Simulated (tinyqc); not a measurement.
UHF in the sto-3g basis, for BH, spin multiplicity 3, step by step (part 2 of 2). Computed by tinyqc, a small Python program that keeps every step (integrals from PySCF). Command: `OMP_NUM_THREADS=1 python tinyqc.py 20201 20202 out.jsonl` (the two numbers bound the seeds that draw the settings). One thread of a shared host (Intel(R) Xeon(R) Processor @ 2.60GHz), about 0.2 s of CPU time with the checks.

Geometry (angstrom):
```
atom       x       y       z
B     0.0000  0.0000  0.0000
H     0.0000  0.0000  1.0490
```

## Iteration 3: building the Fock matrix

D(alpha) after iteration 2:
```
          1B 1s    1B 2s   1B 2px   1B 2py   1B 2pz    2H 1s
1B 1s    1.0681  -0.2412   0.0000   0.0000   0.0792  -0.0475
1B 2s   -0.2412   0.9322   0.0000   0.0000  -0.3678  -0.0158
1B 2px   0.0000   0.0000   0.9986  -0.0377   0.0000   0.0000
1B 2py   0.0000   0.0000  -0.0377   0.0014   0.0000   0.0000
1B 2pz   0.0792  -0.3678   0.0000   0.0000   0.3817   0.3246
2H 1s   -0.0475  -0.0158   0.0000   0.0000   0.3246   0.4295
```

D(beta) after iteration 2:
```
          1B 1s    1B 2s  1B 2px  1B 2py   1B 2pz    2H 1s
1B 1s    1.0292  -0.0842  0.0000  0.0000  -0.0409  -0.1187
1B 2s   -0.0842   0.2968  0.0000  0.0000   0.1194   0.2797
1B 2px   0.0000   0.0000  0.0000  0.0000   0.0000   0.0000
1B 2py   0.0000   0.0000  0.0000  0.0000   0.0000   0.0000
1B 2pz  -0.0409   0.1194  0.0000  0.0000   0.0481   0.1128
2H 1s   -0.1187   0.2797  0.0000  0.0000   0.1128   0.2652
```

core Hamiltonian H = T + V (hartree):
```
           1B 1s    1B 2s   1B 2px   1B 2py   1B 2pz    2H 1s
1B 1s   -12.8255  -3.3232   0.0000   0.0000  -0.0239  -1.1480
1B 2s    -3.3232  -3.8866   0.0000   0.0000  -0.1892  -2.0831
1B 2px    0.0000   0.0000  -3.0425   0.0000   0.0000   0.0000
1B 2py    0.0000   0.0000   0.0000  -3.0425   0.0000   0.0000
1B 2pz   -0.0239  -0.1892   0.0000   0.0000  -3.1904  -1.7698
2H 1s    -1.1480  -2.0831   0.0000   0.0000  -1.7698  -2.9249
```

Two-electron integrals (ij|kl) in chemists' order, unique and non-zero (hartree):
```
(11|11) 2.9235   (21|11) 0.5184   (21|21) 0.1093   (22|11) 0.7442
(22|21) 0.1932   (22|22) 0.5448   (31|31) 0.0203   (32|31) 0.0300
(32|32) 0.1203   (33|11) 0.7425   (33|21) 0.1932   (33|22) 0.5447
(33|33) 0.5868   (41|41) 0.0203   (42|41) 0.0300   (42|42) 0.1203
(43|43) 0.0316   (44|11) 0.7425   (44|21) 0.1932   (44|22) 0.5447
(44|33) 0.5235   (44|44) 0.5868   (51|51) 0.0203   (52|51) 0.0300
(52|52) 0.1203   (53|53) 0.0316   (54|54) 0.0316   (55|11) 0.7425
(55|21) 0.1932   (55|22) 0.5447   (55|33) 0.5235   (55|44) 0.5235
(55|55) 0.5868   (61|11) 0.1776   (61|21) 0.0372   (61|22) 0.0657
(61|33) 0.0654   (61|44) 0.0654   (61|51) 0.0028   (61|52) 0.0050
(61|55) 0.0664   (61|61) 0.0131   (62|11) 0.3499   (62|21) 0.0918
(62|22) 0.2761   (62|33) 0.2690   (62|44) 0.2690   (62|51) 0.0101
(62|52) 0.0560   (62|55) 0.2900   (62|61) 0.0332   (62|62) 0.1784
(63|31) 0.0102   (63|32) 0.0448   (63|53) 0.0111   (63|63) 0.0223
(64|41) 0.0102   (64|42) 0.0448   (64|54) 0.0111   (64|64) 0.0223
(65|11) 0.2999   (65|21) 0.0798   (65|22) 0.2535   (65|33) 0.2400
(65|44) 0.2400   (65|51) 0.0179   (65|52) 0.0926   (65|55) 0.2803
(65|61) 0.0306   (65|62) 0.1929   (65|65) 0.2267   (66|11) 0.4903
(66|21) 0.1311   (66|22) 0.4385   (66|33) 0.4125   (66|44) 0.4125
(66|51) 0.0198   (66|52) 0.1372   (66|55) 0.4900   (66|61) 0.0487
(66|62) 0.3414   (66|65) 0.4051   (66|66) 0.7746
```

nuclear repulsion = 2.522294 hartree

J_ij = sum D_kl (ij|kl) with D = D(alpha) + D(beta), K_ij = sum D_kl (ik|jl) for each spin; F = H + J - K(s); E = tr D H + tr D J / 2 - 0.5 sum_s tr D(s) K(s) + E_nn.

Coulomb J (hartree):
```
         1B 1s   1B 2s   1B 2px   1B 2py  1B 2pz   2H 1s
1B 1s   8.4990  1.7268   0.0000   0.0000  0.0205  0.5945
1B 2s   1.7268  3.5337   0.0000   0.0000  0.1468  1.8691
1B 2px  0.0000  0.0000   3.5293  -0.0024  0.0000  0.0000
1B 2py  0.0000  0.0000  -0.0024   3.4662  0.0000  0.0000
1B 2pz  0.0205  0.1468   0.0000   0.0000  3.5932  1.7756
2H 1s   0.5945  1.8691   0.0000   0.0000  1.7756  3.0948
```

exchange K(alpha) (hartree):
```
         1B 1s    1B 2s   1B 2px   1B 2py   1B 2pz   2H 1s
1B 1s   2.9918   0.5676   0.0000   0.0000   0.0031  0.2006
1B 2s   0.5676   0.7931   0.0000   0.0000  -0.0291  0.4684
1B 2px  0.0000   0.0000   0.7318  -0.0209   0.0000  0.0000
1B 2py  0.0000   0.0000  -0.0209   0.1783   0.0000  0.0000
1B 2pz  0.0031  -0.0291   0.0000   0.0000   0.6496  0.4345
2H 1s   0.2006   0.4684   0.0000   0.0000   0.4345  0.7162
```

exchange K(beta) (hartree):
```
         1B 1s   1B 2s  1B 2px  1B 2py  1B 2pz   2H 1s
1B 1s   2.9378  0.5290  0.0000  0.0000  0.0009  0.1815
1B 2s   0.5290  0.4400  0.0000  0.0000  0.2405  0.4258
1B 2px  0.0000  0.0000  0.0841  0.0000  0.0000  0.0000
1B 2py  0.0000  0.0000  0.0000  0.0841  0.0000  0.0000
1B 2pz  0.0009  0.2405  0.0000  0.0000  0.2507  0.3486
2H 1s   0.1815  0.4258  0.0000  0.0000  0.3486  0.5915
```

F(alpha) (hartree):
```
          1B 1s    1B 2s   1B 2px  1B 2py   1B 2pz    2H 1s
1B 1s   -7.3183  -2.1640   0.0000  0.0000  -0.0065  -0.7541
1B 2s   -2.1640  -1.1460   0.0000  0.0000  -0.0133  -0.6824
1B 2px   0.0000   0.0000  -0.2451  0.0186   0.0000   0.0000
1B 2py   0.0000   0.0000   0.0186  0.2454   0.0000   0.0000
1B 2pz  -0.0065  -0.0133   0.0000  0.0000  -0.2469  -0.4288
2H 1s   -0.7541  -0.6824   0.0000  0.0000  -0.4288  -0.5464
```

F(beta) (hartree):
```
          1B 1s    1B 2s   1B 2px   1B 2py   1B 2pz    2H 1s
1B 1s   -7.2643  -2.1254   0.0000   0.0000  -0.0043  -0.7349
1B 2s   -2.1254  -0.7929   0.0000   0.0000  -0.2829  -0.6398
1B 2px   0.0000   0.0000   0.4027  -0.0024   0.0000   0.0000
1B 2py   0.0000   0.0000  -0.0024   0.3396   0.0000   0.0000
1B 2pz  -0.0043  -0.2829   0.0000   0.0000   0.1521  -0.3428
2H 1s   -0.7349  -0.6398   0.0000   0.0000  -0.3428  -0.4217
```

total energy of this density = -24.733430 hartree

## Iteration 3: DIIS over 3 matrices

error matrix X^T (FDS - SDF) X (alpha):
```
         1        2       3       4        5        6
1   0.0000   0.0023  0.0000  0.0000   0.0063  -0.0047
2  -0.0023   0.0000  0.0000  0.0000  -0.0245   0.0087
3   0.0000   0.0000  0.0000  0.0000   0.0000   0.0000
4   0.0000   0.0000  0.0000  0.0000   0.0000   0.0000
5  -0.0063   0.0245  0.0000  0.0000   0.0000  -0.0264
6   0.0047  -0.0087  0.0000  0.0000   0.0264   0.0000
```

B (overlaps of the stored error matrices):
```
               1              2              3
1  7.5828535e-01  4.8191286e-03  8.7928641e-03
2  4.8191286e-03  4.8910599e-02  1.7112397e-02
3  8.7928641e-03  1.7112397e-02  8.4093210e-03
```

Minimise |sum c_i e_i|^2 with sum c_i = 1: solve [B -1; -1 0][c; lambda] = [0; -1] with B_ij = tr e_i^T e_j summed over both spins, and take F = sum c_i F_i.

DIIS coefficients: -0.0070  -0.3807  1.3876

extrapolated F(alpha) (hartree):
```
          1B 1s    1B 2s   1B 2px  1B 2py   1B 2pz    2H 1s
1B 1s   -7.3134  -2.1642   0.0000  0.0000  -0.0063  -0.7535
1B 2s   -2.1642  -1.1443   0.0000  0.0000  -0.0040  -0.6785
1B 2px   0.0000   0.0000  -0.2490  0.0187   0.0000   0.0000
1B 2py   0.0000   0.0000   0.0187  0.2449   0.0000   0.0000
1B 2pz  -0.0063  -0.0040   0.0000  0.0000  -0.2541  -0.4222
2H 1s   -0.7535  -0.6785   0.0000  0.0000  -0.4222  -0.5331
```

extrapolated F(beta) (hartree):
```
          1B 1s    1B 2s   1B 2px   1B 2py   1B 2pz    2H 1s
1B 1s   -7.2742  -2.1270   0.0000   0.0000  -0.0046  -0.7368
1B 2s   -2.1270  -0.7777   0.0000   0.0000  -0.2943  -0.6391
1B 2px   0.0000   0.0000   0.4049  -0.0024   0.0000   0.0000
1B 2py   0.0000   0.0000  -0.0024   0.3414   0.0000   0.0000
1B 2pz  -0.0046  -0.2943   0.0000   0.0000   0.1394  -0.3599
2H 1s   -0.7368  -0.6391   0.0000   0.0000  -0.3599  -0.4340
```

## Iteration 3: diagonalisation and new density

X:
```
          1B 1s    1B 2s  1B 2px  1B 2py   1B 2pz    2H 1s
1B 1s    1.0303  -0.1572  0.0000  0.0000  -0.0151   0.0269
1B 2s   -0.1572   1.2492  0.0000  0.0000   0.2085  -0.4808
1B 2px   0.0000   0.0000  1.0000  0.0000   0.0000   0.0000
1B 2py   0.0000   0.0000  0.0000  1.0000   0.0000   0.0000
1B 2pz  -0.0151   0.2085  0.0000  0.0000   1.1972  -0.4561
2H 1s    0.0269  -0.4808  0.0000  0.0000  -0.4561   1.4108
```

Diagonalise F' = X^T F X, C = X C', fill 4 alpha and 2 beta electrons from the bottom; D(s) = C_occ C_occ^T. Each column has its largest component positive (the first on a tie).

F' = X^T F X (alpha) (hartree):
```
         1        2        3       4        5        6
1  -7.1269  -1.1263   0.0000  0.0000  -0.0293  -0.1497
2  -1.1263  -0.4667   0.0000  0.0000   0.2892  -0.5226
3   0.0000   0.0000  -0.2490  0.0187   0.0000   0.0000
4   0.0000   0.0000   0.0187  0.2449   0.0000   0.0000
5  -0.0293   0.2892   0.0000  0.0000   0.0650  -0.5498
6  -0.1497  -0.5226   0.0000  0.0000  -0.5498   0.0771
```

orbital energies (alpha) (hartree): MO1 -7.3196, MO2 -0.6390, MO3 -0.3826, MO4 -0.2497, MO5 0.2456, MO6 0.8898

coefficients C (alpha):
```
            MO1      MO2      MO3      MO4     MO5      MO6
1B 1s    0.9908  -0.2418  -0.1608   0.0000  0.0000   0.1459
1B 2s    0.0353   0.6426   0.6791   0.0000  0.0000  -0.9922
1B 2px   0.0000   0.0000   0.0000   0.9993  0.0378   0.0000
1B 2py   0.0000   0.0000   0.0000  -0.0378  0.9993   0.0000
1B 2pz   0.0048   0.1060  -0.6540   0.0000  0.0000  -1.1162
2H 1s   -0.0080   0.4790  -0.3917   0.0000  0.0000   1.4308
```

F' = X^T F X (beta) (hartree):
```
         1        2        3        4        5        6
1  -7.0891  -1.1462   0.0000   0.0000   0.0132  -0.1438
2  -1.1462  -0.0769   0.0000   0.0000  -0.0110  -0.5423
3   0.0000   0.0000   0.4049  -0.0024   0.0000   0.0000
4   0.0000   0.0000  -0.0024   0.3414   0.0000   0.0000
5   0.0132  -0.0110   0.0000   0.0000   0.4451  -0.5322
6  -0.1438  -0.5423   0.0000   0.0000  -0.5322   0.1805
```

orbital energies (beta) (hartree): MO1 -7.2787, MO2 -0.5290, MO3 0.2772, MO4 0.3413, MO5 0.4050, MO6 0.9901

coefficients C (beta):
```
            MO1      MO2      MO3     MO4      MO5      MO6
1B 1s    0.9924  -0.1946  -0.2191  0.0000   0.0000   0.1282
1B 2s    0.0294   0.4723   0.8780  0.0000   0.0000  -0.9300
1B 2px   0.0000   0.0000   0.0000  0.0378   0.9993   0.0000
1B 2py   0.0000   0.0000   0.0000  0.9993  -0.0378   0.0000
1B 2pz   0.0051   0.2709  -0.5329  0.0000   0.0000  -1.1522
2H 1s   -0.0071   0.5436  -0.3627  0.0000   0.0000   1.4153
```

D(alpha) after iteration 3:
```
          1B 1s    1B 2s   1B 2px   1B 2py   1B 2pz    2H 1s
1B 1s    1.0659  -0.2296   0.0000   0.0000   0.0843  -0.0607
1B 2s   -0.2296   0.8753   0.0000   0.0000  -0.3759   0.0415
1B 2px   0.0000   0.0000   0.9986  -0.0377   0.0000   0.0000
1B 2py   0.0000   0.0000  -0.0377   0.0014   0.0000   0.0000
1B 2pz   0.0843  -0.3759   0.0000   0.0000   0.4390   0.3069
2H 1s   -0.0607   0.0415   0.0000   0.0000   0.3069   0.3830
```

D(beta) after iteration 3:
```
          1B 1s    1B 2s  1B 2px  1B 2py   1B 2pz    2H 1s
1B 1s    1.0228  -0.0628  0.0000  0.0000  -0.0476  -0.1129
1B 2s   -0.0628   0.2239  0.0000  0.0000   0.1281   0.2565
1B 2px   0.0000   0.0000  0.0000  0.0000   0.0000   0.0000
1B 2py   0.0000   0.0000  0.0000  0.0000   0.0000   0.0000
1B 2pz  -0.0476   0.1281  0.0000  0.0000   0.0734   0.1472
2H 1s   -0.1129   0.2565  0.0000  0.0000   0.1472   0.2956
```

## Iteration 9 (converged): orbitals

converged F(alpha) (hartree):
```
          1B 1s    1B 2s   1B 2px  1B 2py   1B 2pz    2H 1s
1B 1s   -7.3232  -2.1666   0.0000  0.0000  -0.0051  -0.7545
1B 2s   -2.1666  -1.1478   0.0000  0.0000  -0.0057  -0.6777
1B 2px   0.0000   0.0000  -0.2483  0.0186   0.0000   0.0000
1B 2py   0.0000   0.0000   0.0186  0.2422   0.0000   0.0000
1B 2pz  -0.0051  -0.0057   0.0000  0.0000  -0.2673  -0.4145
2H 1s   -0.7545  -0.6777   0.0000  0.0000  -0.4145  -0.5041
```

converged F(beta) (hartree):
```
          1B 1s    1B 2s   1B 2px   1B 2py   1B 2pz    2H 1s
1B 1s   -7.2627  -2.1287   0.0000   0.0000  -0.0034  -0.7375
1B 2s   -2.1287  -0.7421   0.0000   0.0000  -0.2950  -0.6257
1B 2px   0.0000   0.0000   0.4115  -0.0024   0.0000   0.0000
1B 2py   0.0000   0.0000  -0.0024   0.3484   0.0000   0.0000
1B 2pz  -0.0034  -0.2950   0.0000   0.0000   0.1165  -0.3856
2H 1s   -0.7375  -0.6257   0.0000   0.0000  -0.3856  -0.4595
```

As before.

F' = X^T F X (alpha) (hartree):
```
         1        2        3       4        5        6
1  -7.1367  -1.1265   0.0000  0.0000  -0.0270  -0.1506
2  -1.1265  -0.4690   0.0000  0.0000   0.2829  -0.5321
3   0.0000   0.0000  -0.2483  0.0186   0.0000   0.0000
4   0.0000   0.0000   0.0186  0.2422   0.0000   0.0000
5  -0.0270   0.2829   0.0000  0.0000   0.0426  -0.5448
6  -0.1506  -0.5321   0.0000  0.0000  -0.5448   0.1195
```

orbital energies (alpha) (hartree): MO1 -7.3294, MO2 -0.6331, MO3 -0.3804, MO4 -0.2490, MO5 0.2429, MO6 0.8993

coefficients C (alpha):
```
            MO1      MO2      MO3      MO4     MO5      MO6
1B 1s    0.9908  -0.2483   0.1507   0.0000  0.0000   0.1454
1B 2s    0.0351   0.6761  -0.6396   0.0000  0.0000  -0.9961
1B 2px   0.0000   0.0000   0.0000   0.9993  0.0378   0.0000
1B 2py   0.0000   0.0000   0.0000  -0.0378  0.9993   0.0000
1B 2pz   0.0045   0.1030   0.6799   0.0000  0.0000  -1.1009
2H 1s   -0.0077   0.4470   0.3754   0.0000  0.0000   1.4455
```

F' = X^T F X (beta) (hartree):
```
         1        2        3        4        5        6
1  -7.0756  -1.1552   0.0000   0.0000   0.0141  -0.1449
2  -1.1552  -0.0387   0.0000   0.0000  -0.0061  -0.5301
3   0.0000   0.0000   0.4115  -0.0024   0.0000   0.0000
4   0.0000   0.0000  -0.0024   0.3484   0.0000   0.0000
5   0.0141  -0.0061   0.0000   0.0000   0.4336  -0.5482
6  -0.1449  -0.5301   0.0000   0.0000  -0.5482   0.1476
```

orbital energies (beta) (hartree): MO1 -7.2674, MO2 -0.5325, MO3 0.2802, MO4 0.3483, MO5 0.4116, MO6 0.9865

coefficients C (beta):
```
            MO1      MO2      MO3     MO4      MO5      MO6
1B 1s    0.9923  -0.1827  -0.2283  0.0000   0.0000   0.1310
1B 2s    0.0300   0.4185   0.8977  0.0000   0.0000  -0.9369
1B 2px   0.0000   0.0000   0.0000  0.0378   0.9993   0.0000
1B 2py   0.0000   0.0000   0.0000  0.9993  -0.0378   0.0000
1B 2pz   0.0051   0.2809  -0.5215  0.0000   0.0000  -1.1550
2H 1s   -0.0072   0.5781  -0.3343  0.0000   0.0000   1.4086
```

D(alpha) after iteration 9:
```
          1B 1s    1B 2s   1B 2px   1B 2py   1B 2pz    2H 1s
1B 1s    1.0661  -0.2296   0.0000   0.0000   0.0814  -0.0620
1B 2s   -0.2296   0.8674   0.0000   0.0000  -0.3651   0.0618
1B 2px   0.0000   0.0000   0.9986  -0.0377   0.0000   0.0000
1B 2py   0.0000   0.0000  -0.0377   0.0014   0.0000   0.0000
1B 2pz   0.0814  -0.3651   0.0000   0.0000   0.4729   0.3012
2H 1s   -0.0620   0.0618   0.0000   0.0000   0.3012   0.3408
```

D(beta) after iteration 9:
```
          1B 1s    1B 2s  1B 2px  1B 2py   1B 2pz    2H 1s
1B 1s    1.0180  -0.0467  0.0000  0.0000  -0.0463  -0.1128
1B 2s   -0.0467   0.1760  0.0000  0.0000   0.1177   0.2417
1B 2px   0.0000   0.0000  0.0000  0.0000   0.0000   0.0000
1B 2py   0.0000   0.0000  0.0000  0.0000   0.0000   0.0000
1B 2pz  -0.0463   0.1177  0.0000  0.0000   0.0789   0.1624
2H 1s   -0.1128   0.2417  0.0000  0.0000   0.1624   0.3343
```

## Convergence

Stop when the energy changes by less than 1e-08 hartree and every element of the error matrix X^T (F D S - S D F) X (for each spin) is below 3e-05.

Course of the cycle:
```
iteration  E (hartree)     change  largest element of the error matrix
1           -25.303079          -                             4.77e-01
2           -24.708396   5.95e-01                             7.06e-02
3           -24.733430  -2.50e-02                             3.48e-02
4           -24.741512  -8.08e-03                             1.49e-02
5           -24.742693  -1.18e-03                             4.59e-03
6           -24.742782  -8.92e-05                             4.01e-04
7           -24.742782  -5.02e-07                             5.71e-05
8           -24.742782  -1.52e-08                             4.30e-06
9           -24.742782  -3.68e-11                             4.47e-07
```

PySCF UHF in the same basis, after a stability check = -24.742782 hartree

Converged in 9 iterations.

## Populations, bond orders and dipole

overlap S:
```
         1B 1s   1B 2s  1B 2px  1B 2py  1B 2pz   2H 1s
1B 1s   1.0000  0.2693  0.0000  0.0000  0.0000  0.0918
1B 2s   0.2693  1.0000  0.0000  0.0000  0.0000  0.5507
1B 2px  0.0000  0.0000  1.0000  0.0000  0.0000  0.0000
1B 2py  0.0000  0.0000  0.0000  1.0000  0.0000  0.0000
1B 2pz  0.0000  0.0000  0.0000  0.0000  1.0000  0.5309
2H 1s   0.0918  0.5507  0.0000  0.0000  0.5309  1.0000
```

Mulliken: Z minus the diagonal of D S on the atom; Loewdin: the same with S^(1/2) D S^(1/2); Mayer order: 2 sum_s sum (D(s) S)_ij (D(s) S)_ji over the two atoms.

Charges (e):
```
atom  Mulliken  Loewdin  Mulliken spin
1B      0.0723   0.0560         2.0142
2H     -0.0723  -0.0560        -0.0142
```

Mayer bond orders:
```
pair   order
2-1   0.9946
```

dipole moment about the origin, x y z (debye): 0.0000  0.0000  -0.4827

<S^2> of the determinant (pure state: 2) = 2.0007
